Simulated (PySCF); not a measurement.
SMILES C[C@@H]1C[C@H]1S, C4H8S

Cartesian coordinates in Å; atom numbers follow the order of the lines, from 1:
```xyz
13

C    -1.583   -0.452   -0.157
C    -0.284    0.013    0.449
C     0.357    1.284   -0.019
C     0.972   -0.037   -0.369
S     2.532   -0.479    0.419
H    -2.423    0.022    0.347
H    -1.626   -0.197   -1.213
H    -1.688   -1.531   -0.058
H    -0.178   -0.220    1.502
H     0.867    1.900    0.706
H    -0.117    1.843   -0.813
H     0.920   -0.377   -1.395
H     2.246   -1.770    0.584
```

Computed with TDDFT wB97X-D/aug-cc-pVDZ circular dichroism and optical rotation, one conformer, gas phase (PySCF). Geometry: GFN2-xTB.

The molecule is flexible and this is one conformer; a measurement averages over conformers.

Stereocentres: C2 R, C4 R.

**Question.** What is the specific rotation at 633, 589.3, 546, 436, 405, 365, 355 nm?

**Answer.** [α] in deg dm⁻¹ (g/mL)⁻¹:
| λ (nm) | origin-invariant length gauge | modified velocity gauge | length gauge (centre of mass) | isotropic polarisability (au) |
| --- | --- | --- | --- | --- |
| 633 | +31.9 | +32.2 | +32.2 | 70.4 |
| 589.3 | +38.3 | +38.6 | +38.7 | 70.7 |
| 546 | +46.9 | +47.2 | +47.3 | 71.0 |
| 436 | +90.7 | +91.2 | +91.5 | 72.4 |
| 405 | +116.0 | +116.5 | +116.9 | 73.1 |
| 365 | +170.6 | +170.9 | +171.7 | 74.2 |
| 355 | +190.9 | +191.2 | +192.1 | 74.6 |

**Question.** And for the mirror image at 589.3 nm?

**Answer.** -38.3 deg dm⁻¹ (g/mL)⁻¹ (origin-invariant length gauge): the same size and the opposite sign.

**Question.** What is the molar rotation [Φ] = [α]·M/100 of the geometry above at 589.3 nm?

**Answer.** With M = 88.17 g/mol, +33.8 deg cm² dmol⁻¹ (origin-invariant length gauge).

The first excitation lies at 5.58 eV (222 nm) with R = +7.3 × 10⁻⁴⁰ esu² cm² (velocity form).
